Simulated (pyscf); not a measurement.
PySCF, gas phase, ωB97X-D3(BJ)/def2-SVP geometries.

Q: `[Cl][Si][Cl]` [singlet] + `[SiH4]` -> `[ClH]` + `[SiH3][Si][Cl]` [singlet]
Surface: singlet. Broken: Cl–Si, H–Si. Formed: Cl–H, Si–Si. Give ΔE‡ and ΔE from ωB97M-D3(BJ)/def2-TZVP, relative to the separated reactants.

A: ΔE‡ = 1.75 eV, ΔE = +1.65 eV. CCSD(T)/def2-TZVPP + ΔMP2(QZVPP) gives 1.74 eV and +1.53 eV. Zero-point energy shifts the barrier by -0.03 eV. It is a four-centre exchange, with an imaginary mode of 786i cm⁻¹. On the product side the descent ends in a bound adduct, 0.36 eV under the separated species and 0.40 eV under the saddle at ωB97X-D3(BJ)/def2-TZVP. At the saddle there is also a short H–Si contact that neither side keeps. At ωB97X-D3(BJ) the barrier from the zero used here is 1.54 eV. One saddle was located; it need not be the lowest between these sides. The CCSD(T) − MP2 part came from Ansatz, without density fitting, on the same reference.
